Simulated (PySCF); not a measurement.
## HCl: one state, many levels of theory

State: ¹Σ⁺ (singlet), closed shell. Set-up: PySCF, spin-free X2C with a Gaussian nucleus, basis sets H x2c-TZVPPall, Cl x2c-TZVPPall. De refers to H + Cl in their high-spin ground configurations, without counterpoise correction. A positive dipole means H(−)Cl(+).

| Level | Re (Å) | ωe (cm⁻¹) | De (eV) | μ (D) |
| --- | --- | --- | --- | --- |
| RHF | 1.264 | 3140 | 3.32 | -1.23 |
| RHF-MP2 | 1.270 | 3065 | 4.54 | n/a |
| RHF-SCS-MP2 | 1.271 | 3049 | 4.53 | n/a |
| RHF-CCSD | 1.271 | 3033 | 4.47 | n/a |
| RHF-CCSD(T) | 1.273 | 3015 | 4.53 | n/a |
| LDA | 1.291 | 2888 | 5.20 | -1.22 |
| PBE | 1.288 | 2895 | 4.59 | -1.16 |
| BP86 | 1.289 | 2881 | 4.71 | -1.16 |
| r²SCAN | 1.279 | 2973 | 4.59 | -1.20 |
| r²SCANh | 1.276 | 2999 | 4.56 | -1.20 |
| B3LYP | 1.281 | 2944 | 4.53 | -1.17 |
| PBE0 | 1.278 | 2997 | 4.53 | -1.19 |
| HSE06 | 1.278 | 2994 | 4.51 | -1.19 |

(1) Which functional lies closest to RHF-CCSD(T) in De, which farthest, and by how much do they differ from it?

(2) What does a quarter of exact exchange do here, going from PBE to PBE0?

(3) What does the step from GGA to meta-GGA do here, going from PBE to r²SCAN?

Correlated steps freeze 5 core orbitals. Where the molecule has an RHF reference, its open-shell atoms are computed with UHF.

## Answers

(1) Closest is B3LYP (+0.8 pm in Re, -2.4 % in ωe, +0.00 eV in De against RHF-CCSD(T) in the same basis), farthest LDA (+1.8 pm in Re, -4.2 % in ωe, +0.67 eV in De). CCSD(T) converges more slowly with the basis than the functionals do and binds too weakly in this one, so the order can change at the basis-set limit.

(2) PBE0 less PBE: -1.0 pm in Re, +3.5 % in ωe, -0.06 eV in De. Exact exchange removes part of the self-interaction that spreads semilocal densities, and in most molecules shortens and stiffens the bond and lowers De; so it does here.

(3) r²SCAN less PBE: -0.9 pm in Re, +2.7 % in ωe, +0.00 eV in De.
